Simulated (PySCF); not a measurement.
Energy landscape of CH3, doublet: umbrella (inversion) coordinate, bond length relaxed. Scanned: angle between the C-H bonds and the threefold axis (90 = planar). Other coordinates (C-H bond length) were minimised at PBE0/def2-TZVP.

Methods: UKS-M06-2X/6-31G* = unrestricted M06-2X/6-31G*, spherical d in PySCF; UHF/STO-3G = PySCF with unrestricted Hartree-Fock/STO-3G; CCSD(T) on UHF/cc-pVTZ, 1 core orbital frozen (PySCF).

Energies relative to the lowest point of each profile, in mEh:

| a / ° | UKS-M06-2X/6-31G* | UHF/STO-3G |
|---|---|---|
| 90 | 0.0 | 0.3 |
| 93 | 0.0 | 0.2 |
| 96 | 0.2 | 0.0 |
| 102 | 1.8 | 0.6 |
| 108 | 6.8 | 5.1 |
| 111 | 11.2 | 10.0 |
| 117 | 25.4 | 27.0 |
| 120 | 35.6 | 40.0 |
| 123 | 48.2 | 56.4 |
| 126 | 63.5 | 76.7 |
| 129 | 81.6 | 101.4 |
| 132 | 103.0 | 131.0 |

Question: Predict the corresponding CCSD(T) column.

Answer: 90: 0.0; 93: 0.1; 96: 0.6; 102: 2.9; 108: 8.7; 111: 13.5; 117: 27.9; 120: 38.0; 123: 50.2; 126: 64.8; 129: 82.0; 132: 101.9 (mEh).
